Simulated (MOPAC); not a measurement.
MOPAC input (AM1):

```
AM1 PRECISE GNORM=0.05 LET XYZ CHARGE=-1 GEO-OK AUX(PRECISION=9) THREADS=1
C4H5

C     0.00227663 1    1.20322040 1    0.44486336 1
C    -0.00323775 1   -1.10658101 1    0.32114868 1
C     0.75429655 1    0.05058455 1   -0.25644294 1
C    -0.75323020 1    0.05431008 1   -0.25880444 1
H     0.00551906 1    2.07512735 1   -0.24949554 1
H    -0.00521134 1   -1.21291184 1    1.41329693 1
H    -0.00467620 1   -2.04349842 1   -0.23866461 1
H     1.26715092 1   -0.01708750 1   -1.21288037 1
H    -1.26341383 1   -0.01083375 1   -1.21684443 1
```

From the last part of the output:

```
                                                       MOPAC v23.2.5 Linux

          FINAL HEAT OF FORMATION =        130.38574 KCAL/MOL =     545.53392 KJ/MOL

          COSMO AREA              =         97.13 SQUARE ANGSTROMS
          COSMO VOLUME            =         82.09 CUBIC ANGSTROMS

          GRADIENT NORM           =          0.03181          =       0.01060 PER ATOM
          IONIZATION POTENTIAL    =          0.689109 EV
          HOMO LUMO ENERGIES (EV) =         -0.689  8.374
          NO. OF FILLED LEVELS    =         11
          MOLECULAR WEIGHT        =         53.0835         POINT GROUP:  Cs

          MOLECULAR DIMENSIONS (Angstroms)

            Atom       Atom       Distance
            H     7    H     5     4.20244
            H     9    H     8     3.06563
            H     6    H     8     2.45225

          SCF CALCULATIONS        =         26

   ATOM   CHEMICAL          X               Y               Z
  NUMBER   SYMBOL      (ANGSTROMS)     (ANGSTROMS)     (ANGSTROMS)

     1       C          0.00235347  *   1.19196438  *   0.38452266  *
     2       C         -0.00323259  *  -1.10854960  *   0.32021044  *
     3       C          0.74624718  *   0.05300426  *  -0.28847887  *
     4       C         -0.74507906  *   0.05668573  *  -0.29077732  *
     5       H          0.00557949  *   2.13527628  *  -0.19474166  *
     6       H         -0.00530568  *  -1.25995268  *   1.41243588  *
     7       H         -0.00474570  *  -2.06698020  *  -0.23297714  *
     8       H          1.53441365  *   0.00198696  *  -1.02601804  *
     9       H         -1.53120750  *   0.00956395  *  -1.03078369  *

                             CARTESIAN COORDINATES

   1    C        0.002353469     1.191964378     0.384522657
   2    C       -0.003232592    -1.108549605     0.320210438
   3    C        0.746247176     0.053004263    -0.288478871
   4    C       -0.745079063     0.056685725    -0.290777323
   5    H        0.005579488     2.135276275    -0.194741655
   6    H       -0.005305676    -1.259952682     1.412435881
   7    H       -0.004745699    -2.066980197    -0.232977141
   8    H        1.534413646     0.001986965    -1.026018037
   9    H       -1.531207500     0.009563954    -1.030783688

           Empirical Formula: C4 H5  =     9 atoms

      MOLECULAR POINT GROUP   :   Cs

                  EIGENVALUES
 -33.95216 -20.42274 -16.26749 -14.07797 -10.89991  -8.58964  -6.42687  -5.91549
  -4.91738  -4.73376  -0.68911   8.37377   9.35090   9.43678   9.71055  10.01297
  10.26137  10.43988  11.12945  11.53130  12.09203

              NET ATOMIC CHARGES AND DIPOLE CONTRIBUTIONS

  ATOM NO.   TYPE          CHARGE      No. of ELECS.   s-Pop       p-Pop
    1          C          -0.475193        4.4752     1.49146     2.98373
    2          C          -0.170990        4.1710     1.22005     2.95094
    3          C          -0.282870        4.2829     1.23828     3.04459
    4          C          -0.282867        4.2829     1.23828     3.04459
    5          H          -0.024522        1.0245     1.02452
    6          H           0.071174        0.9288     0.92883
    7          H           0.022044        0.9780     0.97796
    8          H           0.071614        0.9284     0.92839
    9          H           0.071610        0.9284     0.92839
 DIPOLE           X         Y         Z       TOTAL
 POINT-CHG.    -0.006    -2.754    -0.541     2.807
 HYBRID         0.002    -0.809    -2.533     2.659
 SUM           -0.004    -3.563    -3.074     4.706

          ATOMIC ORBITAL ELECTRON POPULATIONS

     Atom    s        px        py        pz
    1  C   1.49146   0.74583   0.76730   1.47060
    2  C   1.22005   1.08530   0.89824   0.96741
    3  C   1.23828   0.92350   1.02331   1.09779
    4  C   1.23828   0.92395   1.02347   1.09716
    5  H   1.02452
    6  H   0.92883
    7  H   0.97796
    8  H   0.92839
    9  H   0.92839

 **********************
 *                    *
 * JOB ENDED NORMALLY *
 *                    *
 **********************

 == MOPAC DONE ==
```

The dipole moment of an ion depends on the origin.
